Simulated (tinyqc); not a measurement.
MP2 on RHF in the sto-3g basis, for H2O, spin multiplicity 1, step by step. One step of it, computed by the program tinyqc.

Question. Second-order Moller-Plesset energy. E2 = sum_ijab (ia|jb) [2 (ia|jb) - (ib|ja)] / (e_i + e_j - e_a - e_b) over occupied i, j and virtual a, b; the opposite-spin part is (ia|jb)^2 / denominator, the rest is same-spin, and SCS-MP2 scales them by 6/5 and 1/3.

orbital energies (hartree): MO1 -20.263004, MO2 -1.211577, MO3 -0.548898, MO4 -0.437741, MO5 -0.388000, MO6 0.477738, MO7 0.593900

Two-electron integrals over orbitals (pq|rs), unique and non-zero (hartree):
```
p,q,r,s,(pq|rs)
1,1,1,1,4.746611
2,1,1,1,-0.427872
2,1,2,1,0.060982
2,2,1,1,1.018675
2,2,2,1,-0.015062
2,2,2,2,0.723984
3,1,1,1,-0.016667
3,1,2,1,0.002091
3,1,2,2,-0.001581
3,1,3,1,0.010739
3,2,1,1,0.010813
3,2,2,1,-0.000932
3,2,2,2,-0.003382
3,2,3,1,0.016853
3,2,3,2,0.131608
3,3,1,1,0.765859
3,3,2,1,-0.004731
3,3,2,2,0.617707
3,3,3,1,0.000418
3,3,3,2,0.000649
3,3,3,3,0.596787
4,1,1,1,0.166516
4,1,2,1,-0.021813
4,1,2,2,0.012670
4,1,3,1,-0.001232
4,1,3,2,-0.000163
4,1,3,3,0.005573
4,1,4,1,0.024406
4,2,1,1,-0.146123
4,2,2,1,0.008136
4,2,2,2,-0.021948
4,2,3,1,-0.000080
4,2,3,2,-0.002163
4,2,3,3,0.003838
4,2,4,1,0.018415
4,2,4,2,0.129260
4,3,1,1,-0.017779
4,3,2,1,0.000609
4,3,2,2,-0.007537
4,3,3,1,-0.002620
4,3,3,2,0.026825
4,3,3,3,-0.005219
4,3,4,1,0.000941
4,3,4,2,0.008708
4,3,4,3,0.055338
4,4,1,1,0.938302
4,4,2,1,-0.011397
4,4,2,2,0.661300
4,4,3,1,0.000068
4,4,3,2,0.009196
4,4,3,3,0.568270
4,4,4,1,-0.008887
4,4,4,2,-0.094247
4,4,4,3,-0.006330
4,4,4,4,0.707568
5,1,5,1,0.025970
5,2,5,1,0.033156
5,2,5,2,0.149857
5,3,5,1,0.001229
5,3,5,2,0.004389
5,3,5,3,0.026767
5,4,5,1,-0.012025
5,4,5,2,-0.044261
5,4,5,3,-0.002321
5,4,5,4,0.048850
5,5,1,1,1.115356
5,5,2,1,-0.012100
5,5,2,2,0.753757
5,5,3,1,-0.000467
5,5,3,2,0.005555
5,5,3,3,0.604293
5,5,4,1,0.004681
5,5,4,2,-0.079137
5,5,4,3,-0.010168
5,5,4,4,0.693027
5,5,5,5,0.880159
6,1,1,1,0.196119
6,1,2,1,-0.029768
6,1,2,2,0.001991
6,1,3,1,-0.002863
6,1,3,2,-0.002575
6,1,3,3,-0.000688
6,1,4,1,-0.002814
6,1,4,2,-0.020589
6,1,4,3,-0.000643
6,1,4,4,0.015714
6,1,5,5,0.005310
6,1,6,1,0.025940
6,2,1,1,-0.263486
6,2,2,1,0.006011
6,2,2,2,-0.129162
6,2,3,1,-0.001570
6,2,3,2,-0.010503
6,2,3,3,-0.066331
6,2,4,1,-0.018239
6,2,4,2,-0.031677
6,2,4,3,0.004860
6,2,4,4,-0.062719
6,2,5,5,-0.139390
6,2,6,1,0.010199
6,2,6,2,0.093992
6,3,1,1,-0.058890
6,3,2,1,0.001181
6,3,2,2,-0.028720
6,3,3,1,-0.002689
6,3,3,2,0.034983
6,3,3,3,-0.018286
6,3,4,1,-0.000400
6,3,4,2,0.011947
6,3,4,3,0.037246
6,3,4,4,-0.016860
6,3,5,5,-0.033189
6,3,6,1,-0.000118
6,3,6,2,0.015097
6,3,6,3,0.075485
6,4,1,1,-0.266088
6,4,2,1,0.003462
6,4,2,2,-0.124872
6,4,3,1,0.001428
6,4,3,2,0.011125
6,4,3,3,-0.048922
6,4,4,1,-0.001060
6,4,4,2,0.048437
6,4,4,3,0.011266
6,4,4,4,-0.130423
6,4,5,5,-0.147183
6,4,6,1,-0.002130
6,4,6,2,0.057968
6,4,6,3,0.028092
6,4,6,4,0.097979
6,5,5,1,-0.013011
6,5,5,2,-0.050748
6,5,5,3,-0.004967
6,5,5,4,-0.005249
6,5,6,5,0.034303
6,6,1,1,0.783842
6,6,2,1,-0.007462
6,6,2,2,0.593674
6,6,3,1,0.001568
6,6,3,2,0.027152
6,6,3,3,0.550229
6,6,4,1,0.017647
6,6,4,2,0.047417
6,6,4,3,0.020734
6,6,4,4,0.547373
6,6,5,5,0.578877
6,6,6,1,-0.008907
6,6,6,2,-0.090080
6,6,6,3,0.014043
6,6,6,4,-0.046896
6,6,6,6,0.593339
7,1,1,1,0.041449
7,1,2,1,-0.006497
7,1,2,2,-0.000235
7,1,3,1,0.014054
7,1,3,2,0.021584
7,1,3,3,0.001041
7,1,4,1,0.000494
7,1,4,2,-0.002737
7,1,4,3,-0.003732
7,1,4,4,0.002646
7,1,5,5,0.001089
7,1,6,1,0.001672
7,1,6,2,-0.001783
7,1,6,3,-0.003263
7,1,6,4,0.001408
7,1,6,6,0.002084
7,1,7,1,0.019916
7,2,1,1,-0.058428
7,2,2,1,0.001183
7,2,2,2,-0.028642
7,2,3,1,0.014655
7,2,3,2,0.051980
7,2,3,3,-0.008847
7,2,4,1,-0.002561
7,2,4,2,-0.000112
7,2,4,3,-0.030039
7,2,4,4,-0.018287
7,2,5,5,-0.030289
7,2,6,1,-0.001828
7,2,6,2,0.006271
7,2,6,3,-0.027443
7,2,6,4,0.014164
7,2,6,6,-0.018739
7,2,7,1,0.018665
7,2,7,2,0.069072
7,3,1,1,0.364319
7,3,2,1,-0.006919
7,3,2,2,0.158802
7,3,3,1,0.000069
7,3,3,2,0.016395
7,3,3,3,0.087401
7,3,4,1,-0.000341
7,3,4,2,-0.076362
7,3,4,3,0.000115
7,3,4,4,0.142289
7,3,5,5,0.198413
7,3,6,1,0.005599
7,3,6,2,-0.065908
7,3,6,3,-0.010541
7,3,6,4,-0.095339
7,3,6,6,0.049444
7,3,7,1,0.001400
7,3,7,2,-0.019013
7,3,7,3,0.157928
7,4,1,1,-0.025056
7,4,2,1,0.000326
7,4,2,2,-0.008910
7,4,3,1,-0.008193
7,4,3,2,-0.071667
7,4,3,3,-0.004796
7,4,4,1,-0.000767
7,4,4,2,0.000372
7,4,4,3,-0.011092
7,4,4,4,-0.015433
7,4,5,5,-0.013208
7,4,6,1,0.002096
7,4,6,2,0.011137
7,4,6,3,-0.049528
7,4,6,4,-0.004623
7,4,6,6,-0.026512
7,4,7,1,-0.010927
7,4,7,2,-0.015129
7,4,7,3,-0.020964
7,4,7,4,0.068935
7,5,5,1,-0.002730
7,5,5,2,-0.010758
7,5,5,3,0.023282
7,5,5,4,0.000801
7,5,6,5,0.001932
7,5,7,5,0.025383
7,6,1,1,-0.005731
7,6,2,1,0.000264
7,6,2,2,0.002798
7,6,3,1,-0.007272
7,6,3,2,-0.081614
7,6,3,3,-0.001894
7,6,4,1,0.002365
7,6,4,2,0.008989
7,6,4,3,-0.056918
7,6,4,4,-0.011642
7,6,5,5,-0.003203
7,6,6,1,-0.000577
7,6,6,2,-0.005011
7,6,6,3,-0.059104
7,6,6,4,-0.014437
7,6,6,6,-0.030104
7,6,7,1,-0.009669
7,6,7,2,0.004138
7,6,7,3,-0.021471
7,6,7,4,0.054264
7,6,7,6,0.101112
7,7,1,1,0.839194
7,7,2,1,-0.008850
7,7,2,2,0.610635
7,7,3,1,-0.003420
7,7,3,2,-0.031445
7,7,3,3,0.584494
7,7,4,1,0.004135
7,7,4,2,-0.016988
7,7,4,3,-0.023228
7,7,4,4,0.577262
7,7,5,5,0.609515
7,7,6,1,0.003952
7,7,6,2,-0.060881
7,7,6,3,-0.038988
7,7,6,4,-0.056256
7,7,6,6,0.539301
7,7,7,1,-0.003233
7,7,7,2,-0.012480
7,7,7,3,0.087054
7,7,7,4,0.018050
7,7,7,6,0.030843
7,7,7,7,0.609296
```

Hartree-Fock energy = -74.94269418 hartree

Give: Terms; Pair energies; MP2 correlation energy; SCS-MP2 correlation energy; MP2 total energy.

Answer.

Terms (the 40 largest of 68):
```
i,j,a,b,(ia|jb),(ib|ja),denominator,term
3,3,7,7,0.1579,0.1579,-2.2856,-0.0109
3,4,7,6,-0.0953,-0.0495,-2.0583,-0.0065
4,3,6,7,-0.0953,-0.0495,-2.0583,-0.0065
4,4,6,6,0.0980,0.0980,-1.8310,-0.0052
3,3,6,6,0.0755,0.0755,-2.0533,-0.0028
2,2,6,6,0.0940,0.0940,-3.3786,-0.0026
2,3,6,7,-0.0659,-0.0274,-2.8321,-0.0024
3,2,7,6,-0.0659,-0.0274,-2.8321,-0.0024
4,4,7,7,0.0689,0.0689,-2.0633,-0.0023
2,2,7,7,0.0691,0.0691,-3.6110,-0.0013
2,4,6,6,0.0580,0.0580,-2.6048,-0.0013
4,2,6,6,0.0580,0.0580,-2.6048,-0.0013
5,5,6,6,0.0343,0.0343,-1.7315,-0.0007
4,3,6,6,0.0281,0.0281,-1.9421,-4.06e-04
3,4,6,6,0.0281,0.0281,-1.9421,-4.06e-04
5,5,7,7,0.0254,0.0254,-1.9638,-3.28e-04
3,4,7,7,-0.0210,-0.0210,-2.1744,-2.02e-04
4,3,7,7,-0.0210,-0.0210,-2.1744,-2.02e-04
2,3,7,7,-0.0190,-0.0190,-2.9483,-1.23e-04
3,2,7,7,-0.0190,-0.0190,-2.9483,-1.23e-04
2,3,7,6,-0.0274,-0.0659,-2.8321,1.07e-04
3,2,6,7,-0.0274,-0.0659,-2.8321,1.07e-04
2,4,7,6,0.0142,0.0111,-2.7210,-8.95e-05
4,2,6,7,0.0142,0.0111,-2.7210,-8.95e-05
4,3,7,6,-0.0495,-0.0953,-2.0583,-8.94e-05
3,4,6,7,-0.0495,-0.0953,-2.0583,-8.94e-05
2,3,6,6,0.0151,0.0151,-2.7160,-8.39e-05
3,2,6,6,0.0151,0.0151,-2.7160,-8.39e-05
2,4,7,7,-0.0151,-0.0151,-2.8371,-8.07e-05
4,2,7,7,-0.0151,-0.0151,-2.8371,-8.07e-05
3,3,6,7,-0.0105,-0.0105,-2.1694,-5.12e-05
3,3,7,6,-0.0105,-0.0105,-2.1694,-5.12e-05
4,2,7,6,0.0111,0.0142,-2.7210,-3.32e-05
2,4,6,7,0.0111,0.0142,-2.7210,-3.32e-05
1,1,6,6,0.0259,0.0259,-41.4815,-1.62e-05
1,2,7,7,0.0187,0.0187,-22.6624,-1.54e-05
2,1,7,7,0.0187,0.0187,-22.6624,-1.54e-05
2,2,7,6,0.0063,0.0063,-3.4948,-1.13e-05
2,2,6,7,0.0063,0.0063,-3.4948,-1.13e-05
4,4,7,6,-0.0046,-0.0046,-1.9471,-1.10e-05
```

Pair energies (hartree; pair i-j sums ij and ji):
```
pair,opposite spin,same spin
1-1,-2.59e-05,0
2-1,-4.06e-05,-1.76e-10
2-2,-0.0040,0
3-1,-4.02e-06,-7.18e-06
3-2,-0.0040,-0.0010
3-3,-0.0138,0
4-1,-1.19e-05,-4.36e-08
4-2,-0.0030,-6.74e-06
4-3,-0.0124,-0.0020
4-4,-0.0076,0
5-5,-0.0010,0
```

MP2 correlation energy = -0.048934 hartree

SCS-MP2 correlation energy = -0.056036 hartree

MP2 total energy = -74.991628 hartree
